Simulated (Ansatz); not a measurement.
**Cubic perovskite BaTiO3 (cubic high-temperature phase)**

Method: rVV10 (Ansatz, a quantum-chemistry and plane-wave program, plane waves, PAW).

Numerical settings: plane-wave cutoff 520 eV, 8×8×8 k mesh, Fermi–Dirac smearing 0.01 eV, no spin polarisation, scalar-relativistic PAW data made under PBE.

Cell (relaxed at this level):

```cif
data_BaO3Ti
_chemical_formula_sum 'Ba1 Ti1 O3'
_space_group_name_H-M_alt 'P 1'
_space_group_IT_number 1
_cell_length_a 4.03191
_cell_length_b 4.03191
_cell_length_c 4.03191
_cell_angle_alpha 90.000
_cell_angle_beta 90.000
_cell_angle_gamma 90.000
loop_
_space_group_symop_operation_xyz
  'x, y, z'
loop_
_atom_site_label
_atom_site_type_symbol
_atom_site_fract_x
_atom_site_fract_y
_atom_site_fract_z
_atom_site_occupancy
Ba1 Ba 0.00000 0.00000 0.00000 1
Ti1 Ti 0.50000 0.50000 0.50000 1
O1 O 0.50000 0.00000 0.50000 1
O2 O 0.00000 0.50000 0.50000 1
O3 O 0.50000 0.50000 0.00000 1
```

```json
{
 "bulk_modulus": "167 GPa",
 "band_gap": "1.76 eV",
 "smallest_direct_gap_on_the_k_points_sampled": "1.88 eV",
 "pressure derivative B′ of the bulk modulus": "4.5"
}
```

Measured, for comparison: band gap 3.2 eV (temperature not stated, not corrected to a static lattice; as tabulated in Matsushita et al. (2011), arXiv:1104.2769); bulk modulus 162 GPa (temperature not stated, not corrected to a static lattice, our sources range from 162 to 173; as tabulated in Matsushita et al. (2011), arXiv:1104.2769). Computed (rounded) less measured: bulk modulus +3 % (inside the range of the sources held).

Note: the relaxation could not lower the start's symmetry, so the cell can be a saddle point above a distorted one.

Spin–orbit coupling is not included.

Computed values are for the static lattice.

It cost very roughly 40 core-seconds of CPU time.
